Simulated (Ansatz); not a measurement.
`C/C=C(\F)C=S` + `C=C(O)O` → `C=C(O)OC=S` + `C/C=C\F`  (substitution at a C–C bond)

Gas-phase electronic energies from Ansatz, PBE0-D4/def2-TZVP geometries. CCSD(T)/CBS adds triple-zeta CCSD(T) − MP2 to the extrapolated MP2 energy (def2 sets, frozen cores). Double bonds are as drawn, so ΔE can hold a change between cis and trans. One conformer a species, not always the lowest.

```json
{"species": "`C/C=C(\\F)C=S`", "CCSD(T)/def2-TZVPP energy (Eh)": "-652.57343"}
{"species": "`C=C(O)O`", "CCSD(T)/def2-TZVPP energy (Eh)": "-228.71599"}
{"species": "`C=C(O)OC=S`", "CCSD(T)/def2-TZVPP energy (Eh)": "-664.45333"}
{"species": "`C/C=C\\F`", "CCSD(T)/def2-TZVPP energy (Eh)": "-216.82051"}
```

Problem. Work out ΔE.

Solution. ΔE = (-664.45333) + (-216.82051) − (-652.57343) − (-228.71599) = 0.01558 Eh = +40.9 kJ/mol. CCSD(T)/CBS gives +43.3 kJ/mol.

Largest T1 diagnostic among the species: 0.016.

In def2-TZVPP, CCSD(T) changes the Hartree–Fock value by +6.3 kJ/mol (the triples alone add +0.9 kJ/mol) and MP2 by +9.1 kJ/mol. From PBE to PBE0 (25 % exact exchange), in def2-TZVPP and without D4, ΔE moves by +3.3 kJ/mol.
